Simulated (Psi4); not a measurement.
# CH3F (SMILES CF), step by step, part 2 of 2

Psi4 1.11. Earlier steps stand in the parts before.

## Step 4: A single-point energy at FNO-CCSD(T)/cc-pVTZ (run 3)

ch3f.inp

```
memory 1600 MB

molecule {
  C     -0.11321349     0.07349901     0.01743839
  F      2.08288448    -1.35261116    -0.32098699
  H     -1.77698128    -1.18726012    -0.10799029
  H     -0.21949358     1.53536468    -1.47421314
  H     -0.05694501     0.98528808     1.89861918
  units bohr
}

set basis cc-pVTZ
set scf_type pk
set freeze_core true

energy('fno-ccsd(t)')
```

Started as:

```
$ psi4 -n 1 ch3f.inp ch3f.out
```

ch3f.out, cut to the lines that bear on the results:

```text
[...]
  Running in c1 symmetry.
[...]
  Nuclear repulsion =   36.914418943105325
[...]
  Multiplicity = 1
[...]
  Nalpha       = 9
  Nbeta        = 9
[...]
    Number of basis functions: 102
[...]
   @RHF iter   1:  -139.05964589885437   -6.38159e-01   2.51874e-03 ADIIS/DIIS
[...]
   @RHF iter  10:  -139.09248891300123   -5.45697e-12   3.14653e-09 DIIS
[...]
  @RHF Final Energy:  -139.09248891300123
   => Energetics <=
    Nuclear Repulsion Energy =             36.9144189431053249
    One-Electron Energy =                -265.6028085136091477
    Two-Electron Energy =                  89.5959006575026109
    Total Energy =                       -139.0924889130012048
[...]
      * MP2 total energy:                   -139.527620800772
[...]
      * MP2 total energy:                   -139.527620800772
[...]
      * MP3 total energy:                   -139.539549570919
[...]
      * CCSD total energy:                  -139.543819712855
[...]
      * CCSD(T) total energy                -139.557238018272
[...]
```

It took 41 s on 1 thread of Intel Xeon Platinum 8259CL at 2.50GHz (Skylake/Cascade Lake), shared host; peak memory 1 GiB.

## Step 5: The excited states at TDA-BP86/pcseg-1 (density fitting, save jk yes) (run 4)

ch3f.xyz

```xyz
5
CH3F
C     -0.059910     0.038894     0.009228
F      1.102215    -0.715771    -0.169859
H     -0.940338    -0.628271    -0.057146
H     -0.116151     0.812480    -0.780120
H     -0.030134     0.521392     1.004706
```

calc.py

```python
import psi4

psi4.set_memory(1600000000)
psi4.set_num_threads(1)
psi4.set_output_file('output.dat', False)

with open('ch3f.xyz') as f:
    atoms = ''.join(f.readlines()[2:])
molecule = psi4.geometry('0 1\n' + atoms + '')

psi4.set_options({
    'basis': 'pcseg-1',
    'reference': 'rks',
    'save_jk': True,
})

from psi4.driver.procrouting.response.scf_response import tdscf_excitations
energy_value, wavefunction = psi4.energy('bp86', molecule=molecule, return_wfn=True)
states = tdscf_excitations(wavefunction, states=4, tda=True)
for k, s in enumerate(states, 1):
    print(f"root {k}: {s['EXCITATION ENERGY'] * 27.211386:.4f} eV  f = {s['OSCILLATOR STRENGTH (LEN)']:.4f}  {s['SYMMETRY']}")
print('E =', round(energy_value, 9))
```

Started as:

```
$ python calc.py
```

output.dat:

```text
Psi4 1.11 release

   => Loading Basis Set <=

    Name: PCSEG-1
    Role: ORBITAL
    Keyword: BASIS

         ---------------------------------------------------------
                                   SCF
                              RKS Reference
                        1 Threads,   1525 MiB Core
         ---------------------------------------------------------

  ==> Geometry <==

    Molecular point group: c1
    Full point group: C1

    Geometry (in Angstrom), charge = 0, multiplicity = 1:

       Center              X                  Y                   Z               Mass
    ------------   -----------------  -----------------  -----------------  -----------------
         C           -0.622085872131     0.403972482291     0.095865296064    12.000000000000
         F            0.540039127869    -0.350692517709    -0.083221703936    18.998403162730
         H           -1.502513872131    -0.263192517709     0.029491296064     1.007825032230
         H           -0.678326872131     1.177558482291    -0.693482703936     1.007825032230
         H           -0.592309872131     0.886470482291     1.091343296064     1.007825032230

  Running in c1 symmetry.

  Rotational constants: A =      5.10314  B =      0.83838  C =      0.83838 [cm^-1]
  Rotational constants: A = 152988.37711  B =  25134.03815  C =  25134.02843 [MHz]
  Nuclear repulsion =   36.914418914333616

  Charge       = 0
  Multiplicity = 1
  Electrons    = 18
  Nalpha       = 9
  Nbeta        = 9

  ==> Algorithm <==

  SCF Algorithm Type is DF.
  DIIS enabled.
  MOM disabled.
  Fractional occupation disabled.
  Guess Type is SAD.
  Energy threshold   = 1.00e-06
  Density threshold  = 1.00e-06
  Integral threshold = 1.00e-12

  ==> Primary Basis <==

  Basis Set: PCSEG-1
    Blend: PCSEG-1
    Number of shells: 21
    Number of basis functions: 43
    Number of Cartesian functions: 45
    Spherical Harmonics?: true
    Max angular momentum: 2

  ==> DFT Potential <==

   => LibXC <=

    Version 7.1.2

   => Composite Functional: BP86 <=

    BP86 GGA Exchange-Correlation Functional

    Deriv               =              1
    GGA                 =           TRUE
    Meta                =          FALSE

    Exchange Hybrid     =          FALSE
    MP2 Hybrid          =          FALSE

   => Exchange Functionals <=

    1.0000     XC_GGA_X_B88

   => Correlation Functionals <=

    1.0000     XC_GGA_C_P86

   => LibXC Density Thresholds  <==

    XC_GGA_C_P86:  1.00E-15
    XC_GGA_X_B88:  1.00E-15

   => Molecular Quadrature <=

    Radial Scheme          =       TREUTLER
    Pruning Scheme         =           NONE
    Nuclear Scheme         =       TREUTLER

    Blocking Scheme        =         OCTREE
    BS radius alpha        =              1
    Pruning alpha          =              1
    Radial Points          =             75
    Spherical Points       =            302
    Total Points           =         109505
    Total Blocks           =            887
    Max Points             =            256
    Max Functions          =             43
    Weights Tolerance      =       1.00E-15

   => Loading Basis Set <=

    Name: (PCSEG-1 AUX)
    Role: JKFIT
    Keyword: DF_BASIS_SCF

  ==> Integral Setup <==

  DFHelper Memory: AOs need 0.004 GiB; user supplied 0.988 GiB.
  SCF_SUBTYPE=INCORE selected. In-core MEM_DF algorithm will be used.
  Using in-core AOs.

  ==> MemDFJK: Density-Fitted J/K Matrices <==

    J tasked:                   Yes
    K tasked:                    No
    wK tasked:                   No
    Memory [MiB]:              1011
    Algorithm:                 Core
    Schwarz Cutoff:           1E-12
    Mask sparsity (%):       0.0000
    Fitting Condition:        1E-10

   => Auxiliary Basis Set <=

  Basis Set: (PCSEG-1 AUX)
    Blend: DEF2-UNIVERSAL-JKFIT
    Number of shells: 68
    Number of basis functions: 206
    Number of Cartesian functions: 242
    Spherical Harmonics?: true
    Max angular momentum: 4

  Cached 100.0% of DFT collocation blocks in 0.129 [GiB].

  Minimum eigenvalue in the overlap matrix is 2.4592876231E-02.
  Reciprocal condition number of the overlap matrix is 5.3443204899E-03.
    Using symmetric orthogonalization.

  ==> Pre-Iterations <==

  SCF Guess: Superposition of Atomic Densities via on-the-fly atomic UHF (no occupation information).

   -------------------------
    Irrep   Nso     Nmo
   -------------------------
     A         43      43
   -------------------------
    Total      43      43
   -------------------------

  ==> Iterations <==

                           Total Energy        Delta E     RMS |[F,P]|

   @DF-RKS iter SAD:  -139.31540348484049   -1.39315e+02   0.00000e+00
   @DF-RKS iter   1:  -139.55655669831344   -2.41153e-01   1.26797e-02 ADIIS/DIIS
   @DF-RKS iter   2:  -139.45946425703369    9.70924e-02   1.55436e-02 ADIIS/DIIS
   @DF-RKS iter   3:  -139.71027676369067   -2.50813e-01   9.93494e-04 ADIIS/DIIS
   @DF-RKS iter   4:  -139.71059416491539   -3.17401e-04   7.25348e-04 ADIIS/DIIS
   @DF-RKS iter   5:  -139.71088968055602   -2.95516e-04   1.58633e-04 ADIIS/DIIS
   @DF-RKS iter   6:  -139.71090684289882   -1.71623e-05   8.29684e-06 DIIS
   @DF-RKS iter   7:  -139.71090689022142   -4.73226e-08   9.65061e-07 DIIS
  Energy and wave function converged.

  ==> Post-Iterations <==

   Electrons on quadrature grid:
      Ntotal   =   18.0000024120 ; deviation = 2.412e-06

    Orbital Energies [Eh]
    ---------------------

    Doubly Occupied:

       1A    -24.249293     2A     -9.975954     3A     -1.086063
       4A     -0.633635     5A     -0.434049     6A     -0.422618
       7A     -0.422618     8A     -0.289642     9A     -0.289642

    Virtual:

      10A      0.037818    11A      0.057586    12A      0.091083
      13A      0.091083    14A      0.375084    15A      0.375086
      16A      0.391178    17A      0.545425    18A      0.545426
      19A      0.551908    20A      0.808626    21A      0.998412
      22A      0.998413    23A      1.016525    24A      1.335818
      25A      1.335819    26A      1.755799    27A      1.769185
      28A      1.777955    29A      1.777957    30A      1.945297
      31A      1.945298    32A      1.960488    33A      2.322187
      34A      2.337667    35A      2.337667    36A      2.480717
      37A      2.480718    38A      2.811415    39A      2.811416
      40A      2.848028    41A      3.092019    42A      3.092021
      43A      3.167084

    Final Occupation by Irrep:
              A
    DOCC [     9 ]
    NA   [     9 ]
    NB   [     9 ]

  @DF-RKS Final Energy:  -139.71090689022142

   => Energetics <=

    Nuclear Repulsion Energy =             36.9144189143336163
    One-Electron Energy =                -265.4936975754196737
    Two-Electron Energy =                 105.8345526080673551
    DFT Exchange-Correlation Energy =     -16.9661808372027352
    Empirical Dispersion Energy =           0.0000000000000000
    VV10 Nonlocal Energy =                  0.0000000000000000
    Total Energy =                       -139.7109068902214233

Computation Completed

Properties will be evaluated at   0.000000,   0.000000,   0.000000 [a0]

Properties computed using the SCF density matrix

 Multipole Moments:

 ------------------------------------------------------------------------------------
     Multipole            Electronic (a.u.)      Nuclear  (a.u.)        Total (a.u.)
 ------------------------------------------------------------------------------------

 L = 1.  Multiply by 2.5417464519 to convert [e a0] to [Debye]
 Dipole X            :          2.4874009           -3.1091923           -0.6217914
 Dipole Y            :         -1.6152729            2.0190565            0.4037836
 Dipole Z            :         -0.3833182            0.4791369            0.0958187
 Magnitude           :                                                    0.7475607

 ------------------------------------------------------------------------------------

	total time  =          3 seconds =       0.05 minutes

******************************************************************************************
**********                               WARNING                                **********
**********       The names of excited state variables changed between 1.5       **********
**********     and 1.6. For a quick solution, remove the symmetry specifier     **********
**********   from the variable name. For full details, see 'Notes on Psivars'   **********
**********                        in the documentation.                         **********
******************************************************************************************

         ---------------------------------------------------------
                         TDSCF excitation energies
         ---------------------------------------------------------

  ==> Options <==

     Residual threshold  : 1.0000e-04
     Initial guess       : denominators
     Reference           : RHF
     Solver type         : TDA (Davidson)

  ==> Requested Excitations <==

      4 singlet states with A symmetry

  ==> Seeking the lowest 4 singlet states with A symmetry

                         Generalized Davidson Solver

  ==> Options <==

    Max number of iterations        = 60
    Eigenvector tolerance           = 1.0000e-04
    Max number of expansion vectors = 800

  => Iterations <=
                           Max[D[value]]     Max[|R|]   # vectors
  DavidsonSolver iter   1:   3.61548e-01  6.50015e-02     16
  DavidsonSolver iter   2:   1.90461e-03  4.61503e-03     20
  DavidsonSolver iter   3:   1.29811e-05  7.03823e-04     24
  DavidsonSolver iter   4:   3.28585e-07  1.15211e-04     28
  DavidsonSolver iter   5:   8.37202e-09  1.03175e-05     29      Converged

******************************************************************************************
**********                               WARNING                                **********
**********  Length-gauge rotatory strengths are **NOT** gauge-origin invariant  **********
******************************************************************************************

                                    Excitation Energy         Total Energy        Oscillator Strength             Rotatory Strength
     #   Sym: GS->ES (Trans)        au              eV              au          au (length)    au (velocity)    au (length)    au (velocity)
    ---- -------------------- --------------- --------------- --------------- --------------- --------------- --------------- ---------------
     1        A->A (1 A)       0.32968         8.97100        -139.38123       0.0482          0.0233          0.0000          0.0000
     2        A->A (1 A)       0.32968         8.97101        -139.38123       0.0482          0.0233         -0.0000         -0.0000
     3        A->A (1 A)       0.35963         9.78604        -139.35128       0.0048          0.0336         -0.0000         -0.0000
     4        A->A (1 A)       0.35963         9.78604        -139.35128       0.0048          0.0336          0.0000          0.0000

Contributing excitations
Only contributions with abs(coeff) > 1.00e-01 will be printed:

Excited State    1 (1 A):   0.32968 au   138.21 nm f = 0.0482
  Sums of squares: Xssq =  1.000000e+00
      8a  ->  10a    -0.199061 ( 3.963%)
      9a  ->  10a    -0.978442 (95.735%)

Excited State    2 (1 A):   0.32968 au   138.21 nm f = 0.0482
  Sums of squares: Xssq =  1.000000e+00
      8a  ->  10a     0.978442 (95.735%)
      9a  ->  10a    -0.199061 ( 3.963%)

Excited State    3 (1 A):   0.35963 au   126.69 nm f = 0.0048
  Sums of squares: Xssq =  1.000000e+00
      8a  ->  11a    -0.502307 (25.231%)
      9a  ->  11a     0.862514 (74.393%)

Excited State    4 (1 A):   0.35963 au   126.69 nm f = 0.0048
  Sums of squares: Xssq =  1.000000e+00
      8a  ->  11a     0.862514 (74.393%)
      9a  ->  11a     0.502307 (25.231%)

******************************************************************************************
**********                               WARNING                                **********
**********       The names of excited state variables changed between 1.5       **********
**********     and 1.6. For a quick solution, remove the symmetry specifier     **********
**********   from the variable name. For full details, see 'Notes on Psivars'   **********
**********                        in the documentation.                         **********
******************************************************************************************
```

Standard output:

```text
root 1: 8.9710 eV  f = 0.0482  A
root 2: 8.9710 eV  f = 0.0482  A
root 3: 9.7860 eV  f = 0.0048  A
root 4: 9.7860 eV  f = 0.0048  A
E = -139.71090689
```

It took 9.3 s on 1 thread of Intel Xeon Platinum 8259CL at 2.50GHz (Skylake/Cascade Lake), shared host; peak memory 0.34 GiB.

The roots found:

| excited state | energy (eV) | strength | label |
| --- | --- | --- | --- |
| 1 | 8.971 | 0.0482 | A 1 |
| 2 | 8.971 | 0.0482 | A 1 |
| 3 | 9.786 | 0.0048 | A 1 |
| 4 | 9.786 | 0.0048 | A 1 |

## Step 6: Summary of results

What follows sums up all 2 parts.

| quantity | value |
| --- | --- |
| run 1, BP86/pcseg-1: total energy at the end | -139.71091 Eh |
| run 1, BP86/pcseg-1: dipole moment | 1.90 D |
| run 1, BP86/pcseg-1: HOMO energy | -7.88 eV |
| run 1, BP86/pcseg-1: LUMO energy | 1.03 eV |
| run 1, BP86/pcseg-1: HOMO–LUMO gap | 8.91 eV |
| run 2, BP86/pcseg-1: lowest harmonic wavenumber | 1033 cm⁻¹ |
| run 2, BP86/pcseg-1: highest harmonic wavenumber | 3046 cm⁻¹ |
| run 2, BP86/pcseg-1: zero-point energy | 99.8 kJ/mol |
| run 2, BP86/pcseg-1: ideal-gas entropy at 298.15 K (symmetry number 3 as used) | 53.3 cal/(mol K) |
| run 3, FNO-CCSD(T)/cc-pVTZ: total energy | -139.55724 Eh |
| run 3, FNO-CCSD(T)/cc-pVTZ: HOMO energy (Hartree–Fock orbitals) | -14.35 eV |
| run 3, FNO-CCSD(T)/cc-pVTZ: LUMO energy (Hartree–Fock orbitals) | 3.86 eV |
| run 3, FNO-CCSD(T)/cc-pVTZ: HOMO–LUMO gap (Hartree–Fock orbitals) | 18.21 eV |
| run 3, FNO-CCSD(T)/cc-pVTZ: correlation energy (2 core orbitals frozen) | -464.7 mEh |
| run 3, FNO-CCSD(T)/cc-pVTZ: (T) correction | -13.42 mEh |
| run 3, FNO-CCSD(T)/cc-pVTZ: T1 diagnostic | 0.009 |
| run 4, TDA-BP86/pcseg-1: ground-state or mean-field energy | -139.71091 Eh |
| run 4, TDA-BP86/pcseg-1: dipole moment (BP86 Kohn–Sham density) | 1.90 D |
| run 4, TDA-BP86/pcseg-1: HOMO energy (BP86 Kohn–Sham orbitals) | -7.88 eV |
| run 4, TDA-BP86/pcseg-1: LUMO energy (BP86 Kohn–Sham orbitals) | 1.03 eV |
| run 4, TDA-BP86/pcseg-1: HOMO–LUMO gap (BP86 Kohn–Sham orbitals) | 8.91 eV |
| run 4, TDA-BP86/pcseg-1: lowest excitation energy | 8.97 eV |

**Reading.** The optimisation (run 1, BP86/pcseg-1) took 5 steps and changed the energy by -0.019 eV. All 9 modes (run 2, BP86/pcseg-1) are real, so the shape is a minimum at this level. At BP86/pcseg-1: The measured dipole moment is 1.85 D (NIST CCCBDB); the computed value is 0.05 D (2.7 %) too high. The triples (run 3, FNO-CCSD(T)/cc-pVTZ) make up 2.9 % of the correlation energy. The brightest of the 4 transitions from the ground state lies at 8.97 eV (138 nm, f = 0.096, degenerate roots summed). The basis has no diffuse functions, so Rydberg states are missing or pushed up, and the true lowest state may lie lower.
